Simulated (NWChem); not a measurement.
**BPH5F (SMILES [BH3-][PH2+]F) at 3 levels**

Aim: a comparison of 3 runs (HF/STO-3G, HF/3-21G, B3LYP/6-31G*) of BPH5F. 

The results are computed with NWChem 7.3.0.

### Step 1. The system as given

The species is BPH5F (8 atoms), meant as a singlet with charge 0. SMILES: `[BH3-][PH2+]F`. The coordinates come from a GFN2-xTB relaxation.

Bond lengths: B1–P2 1.898 Å, P2–F3 1.617 Å, B1–H4 1.190 Å, B1–H5 1.190 Å, B1–H6 1.187 Å, P2–H7 1.396 Å, P2–H8 1.395 Å. Some angles: B1–P2–F3 111.9°, B1–P2–H7 125.3°, B1–P2–H8 125.4°, F3–P2–H7 95.1°, F3–P2–H8 95.1°, P2–B1–H4 104.6°, P2–B1–H5 104.5°, P2–B1–H6 105.6°, H7–P2–H8 96.7°, H4–B1–H5 114.0°.

### Step 2. Energy and gradient at HF/STO-3G (run 1)

input.xyz reads:

```xyz
8
BFH5P hf
B     -0.525110     0.874630    -0.448000
P      0.288000    -0.609520     0.411990
F      1.529250    -1.194390    -0.442790
H     -0.897030     0.447050    -1.494090
H      0.345720     1.680310    -0.536530
H     -1.410660     1.211300     0.267460
H      0.983450    -0.558610     1.620810
H     -0.313620    -1.850770     0.621140
```

run.py reads:

```python
from ase.io import read
from ase.calculators.nwchem import NWChem

atoms = read('input.xyz')

calc = NWChem(
    label='input',
    theory='scf',
    memory='2200 mb',
    basis='STO-3G',
    basispar='spherical bse',
    scf={'nopen': '0', 'rhf': None, 'thresh': '1e-08', 'maxiter': '80'},
)
atoms.calc = calc

forces = atoms.get_forces()
e = atoms.get_potential_energy()
print(f"E = {e:.6f} eV")
print("forces (eV/A):")
for s, f in zip(atoms.symbols, forces):
    print(f"{s:2s} {f[0]:10.5f} {f[1]:10.5f} {f[2]:10.5f}")
print("dipole (e A):", atoms.get_dipole_moment().round(4))
```

The run is started by

```sh
export ASE_NWCHEM_COMMAND="nwchem PREFIX.nwi > PREFIX.nwo"
python run.py
```

What it wrote:

```text
E = -12576.855301 eV
forces (eV/A):
B    -1.39092    2.04572   -0.83561
P     1.60272   -2.59003    1.28452
F     0.67080   -0.01471   -0.85160
H     0.38685    0.27182    0.94951
H    -0.69086   -0.79123    0.11807
H     0.70510   -0.23731   -0.60755
H    -0.68499    0.61686   -0.06546
H    -0.59871    0.69883    0.00812
dipole (e A): [ 0.2535 -0.7269  0.6086]
```

The calculator wrote input.nwi:

```
title "input"

permanent_dir input

scratch_dir input

start input

geometry units angstrom nocenter noautosym noautoz
  B  -5.2510999999999997e-01 8.7463000000000002e-01 -4.4800000000000001e-01
  P  2.8799999999999998e-01 -6.0951999999999995e-01 4.1199000000000002e-01
  F  1.5292500000000000e+00 -1.1943900000000001e+00 -4.4279000000000002e-01
  H  -8.9702999999999999e-01 4.4705000000000000e-01 -1.4940899999999999e+00
  H  3.4572000000000003e-01 1.6803100000000000e+00 -5.3652999999999995e-01
  H  -1.4106600000000000e+00 1.2113000000000000e+00 2.6745999999999998e-01
  H  9.8345000000000005e-01 -5.5861000000000005e-01 1.6208100000000001e+00
  H  -3.1362000000000001e-01 -1.8507700000000000e+00 6.2114000000000003e-01
end

memory 2200 mb

basis spherical bse noprint
   * library STO-3G
end

scf
  nopen 0
  rhf
  thresh 1e-08
  maxiter 80
end

task scf gradient
```

input.nwo (excerpt; [...] marks lines left out):

```text
[...]
      One-electron energy =   -866.745255478291
[... 1 line left out ...]
 Nuclear repulsion energy =    113.265963375364
[... 32 lines left out ...]
                       ROHF Final Molecular Orbital Analysis
[... 167 lines left out ...]
     1   1 0 0      0.479069      0.000000     26.769027
[...]
  wavefunction    =   RHF
                         RHF ENERGY GRADIENTS
    atom               coordinates                        gradient
                 x          y          z           x          y          z
   1 B      -0.992314   1.652811  -0.846597    0.027049  -0.039783   0.016250
   2 P       0.544241  -1.151826   0.778548   -0.031168   0.050368  -0.024980
   3 F       2.889863  -2.257070  -0.836752   -0.013045   0.000286   0.016561
[... 4 lines of this table left out ...]
   8 H      -0.592656  -3.497448   1.173784    0.011643  -0.013590  -0.000158
[...]
```

Wall time 2 s (1 thread of Intel Xeon Platinum 8252C at 3.80GHz (Skylake/Cascade Lake), shared host); peak memory 0.099 GiB.

### Step 3. Energy and gradient at HF/3-21G (run 2)

run.py reads:

```python
from ase import Atoms
from ase.calculators.nwchem import NWChem

atoms = Atoms(['B', 'P', 'F', 'H', 'H', 'H', 'H', 'H'], positions=[
    [-0.525110, 0.874630, -0.448000],
    [0.288000, -0.609520, 0.411990],
    [1.529250, -1.194390, -0.442790],
    [-0.897030, 0.447050, -1.494090],
    [0.345720, 1.680310, -0.536530],
    [-1.410660, 1.211300, 0.267460],
    [0.983450, -0.558610, 1.620810],
    [-0.313620, -1.850770, 0.621140],
])

calc = NWChem(
    label='run',
    theory='scf',
    memory='2200 mb',
    basis='3-21G',
    basispar='spherical bse',
    scf={'nopen': '0', 'rhf': None, 'thresh': '1e-08', 'maxiter': '80'},
)
atoms.calc = calc

forces = atoms.get_forces()
print("Total energy (eV):", round(atoms.get_potential_energy(), 6))
print("forces (eV/A):")
for s, f in zip(atoms.symbols, forces):
    print(f"{s:2s} {f[0]:10.5f} {f[1]:10.5f} {f[2]:10.5f}")
print("dipole (e A):", atoms.get_dipole_moment().round(4))
```

The run is started by

```sh
export ASE_NWCHEM_COMMAND="nwchem PREFIX.nwi > PREFIX.nwo"
python run.py
```

What it wrote:

```text
Total energy (eV): -12660.957567
forces (eV/A):
B    -0.62370    0.78398   -0.20713
P     1.25172   -1.74748    0.64602
F     0.78295   -0.08202   -0.91022
H    -0.10542   -0.15056   -0.24086
H     0.23603    0.19324    0.02108
H    -0.30195    0.15221    0.19782
H    -0.42264    0.62313    0.39605
H    -0.81699    0.22754    0.09724
dipole (e A): [-0.0017 -0.5155  0.6666]
```

The calculator wrote run.nwi:

```
title "run"

permanent_dir run

scratch_dir run

start run

geometry units angstrom nocenter noautosym noautoz
  B  -5.2510999999999997e-01 8.7463000000000002e-01 -4.4800000000000001e-01
  P  2.8799999999999998e-01 -6.0951999999999995e-01 4.1199000000000002e-01
  F  1.5292500000000000e+00 -1.1943900000000001e+00 -4.4279000000000002e-01
  H  -8.9702999999999999e-01 4.4705000000000000e-01 -1.4940899999999999e+00
  H  3.4572000000000003e-01 1.6803100000000000e+00 -5.3652999999999995e-01
  H  -1.4106600000000000e+00 1.2113000000000000e+00 2.6745999999999998e-01
  H  9.8345000000000005e-01 -5.5861000000000005e-01 1.6208100000000001e+00
  H  -3.1362000000000001e-01 -1.8507700000000000e+00 6.2114000000000003e-01
end

memory 2200 mb

basis spherical bse noprint
   * library 3-21G
end

scf
  nopen 0
  rhf
  thresh 1e-08
  maxiter 80
end

task scf gradient
```

run.nwo (excerpt; [...] marks lines left out):

```text
[...]
      One-electron energy =   -868.147862967845
[... 1 line left out ...]
 Nuclear repulsion energy =    113.265963375364
[... 35 lines left out ...]
                       ROHF Final Molecular Orbital Analysis
[... 183 lines left out ...]
     1   1 0 0     -0.003156      0.000000     26.769027
[...]
  wavefunction    =   RHF
                         RHF ENERGY GRADIENTS
    atom               coordinates                        gradient
                 x          y          z           x          y          z
   1 B      -0.992314   1.652811  -0.846597    0.012129  -0.015246   0.004028
   2 P       0.544241  -1.151826   0.778548   -0.024342   0.033983  -0.012563
   3 F       2.889863  -2.257070  -0.836752   -0.015226   0.001595   0.017701
[... 4 lines of this table left out ...]
   8 H      -0.592656  -3.497448   1.173784    0.015888  -0.004425  -0.001891
[...]
```

Run time: 2.4 s. Hardware: 1 thread of Intel Xeon Platinum 8252C at 3.80GHz (Skylake/Cascade Lake), shared host; peak memory 0.099 GiB.

### Step 4. Energy and gradient at B3LYP/6-31G(d) (Cartesian functions) (run 3)

mol.nw reads:

```
start mol
title "BFH5P"
memory stack 880 mb heap 220 mb global 1100 mb

geometry units angstrom noautosym nocenter noautoz
B       -0.525110       0.874630      -0.448000
P        0.288000      -0.609520       0.411990
F        1.529250      -1.194390      -0.442790
H       -0.897030       0.447050      -1.494090
H        0.345720       1.680310      -0.536530
H       -1.410660       1.211300       0.267460
H        0.983450      -0.558610       1.620810
H       -0.313620      -1.850770       0.621140
end

basis
* library 6-31G*
end

dft
xc b3lyp
mult 1
grid xfine
convergence energy 1e-08
iterations 100
mulliken
noprint "final vectors analysis"
end

task dft gradient
```

The run is started by

```sh
nwchem mol.nw > mol.out
```

What it wrote:

```text
[...]
          Wavefunction type:  closed shell.
          No. of atoms     :     8
          No. of electrons :    34
[...]
          Charge           :     0
          Spin multiplicity:     1
[...]
          AO basis - number of functions:    59
[...]
              XC Information
              --------------
                         B3LYP Method XC Potential
                     Hartree-Fock (Exact) Exchange  0.200
                        Slater Exchange Functional  0.800 local
                    Becke 1988 Exchange Functional  0.720 non-local
              Lee-Yang-Parr Correlation Functional  0.810
                  VWN I RPA Correlation Functional  0.190 local
[...]
 d= 0,ls=0.0,diis     1   -468.9619598063 -5.82D+02  2.47D-02  6.23D-01     2.4
[...]
 d= 0,ls=0.0,diis    10   -469.0403913402 -1.09D-10  1.56D-07  5.94D-11    19.7
         Total DFT energy =     -469.040391340235
      One electron energy =     -871.712469404408
           Coulomb energy =      329.116622395968
    Exchange-Corr. energy =      -39.710507707158
 Nuclear repulsion energy =      113.265963375364
[...]
      Total Density - Mulliken Population Analysis
     ---------------------------------------------
    Atom       Charge   Shell Charges
 -----------   ------   -------------------------------------------------------
    1 B    5     5.27   1.99  0.53  1.66  0.40  0.62  0.07
    2 P   15    14.36   2.00  1.99  5.97  1.28  2.25  0.27  0.43  0.18
    3 F    9     9.35   1.99  0.95  3.31  0.95  2.08  0.07
    4 H    1     1.01   0.51  0.50
    5 H    1     1.01   0.51  0.50
    6 H    1     1.03   0.51  0.52
    7 H    1     0.98   0.53  0.46
    8 H    1     0.98   0.53  0.46
[...]
  wavefunction    = closed shell
                         DFT ENERGY GRADIENTS
    atom               coordinates                        gradient
                 x          y          z           x          y          z
   1 B      -0.992314   1.652811  -0.846597    0.001558   0.001782  -0.004188
   2 P       0.544241  -1.151826   0.778548   -0.027122   0.012998   0.018041
   3 F       2.889863  -2.257070  -0.836752    0.003028  -0.005173   0.002776
   4 H      -1.695141   0.844802  -2.823421    0.002496   0.005509   0.006304
   5 H       0.653316   3.175325  -1.013895   -0.007460  -0.004425  -0.001350
   6 H      -2.665761   2.289025   0.505426    0.008434  -0.003039  -0.007067
   7 H       1.858451  -1.055620   3.062887    0.003788  -0.009582  -0.011637
   8 H      -0.592656  -3.497448   1.173784    0.015277   0.001931  -0.002880
[...]
```

Wall time 25 s (1 thread of Intel Xeon Platinum 8252C at 3.80GHz (Skylake/Cascade Lake), shared host); peak memory 0.14 GiB.

### Step 5. The series

```
run                               level  Cartesian functions  iteration cap  energy (Eh)  dipole moment (D)  HOMO energy (eV)  LUMO energy (eV)  wall time
  1                           HF/STO-3G                   no             80  -462.190911               4.71            -10.43              9.10        2 s
  2                            HF/3-21G                   no             80  -465.281612               4.05            -12.31              2.83      2.4 s
  3  B3LYP/6-31G* (Cartesian functions)                  yes            100  -469.040391               3.41                 –                 –       25 s
```

### Step 6. Summary of results

| quantity | value |
| --- | --- |
| run 3: total energy | -469.04039 Eh |
| run 3: dipole moment | 3.41 D |
| run 3: largest force on an atom | 1.803 eV/Å |

**Reading.** The dipole moment (its size) runs from 3.41 D (B3LYP/6-31G*) to 4.71 D (HF/STO-3G). The two ends differ in method and basis. In run 1 the basis is minimal, so the values are rough. All runs together took 29 s, the longest 25 s.
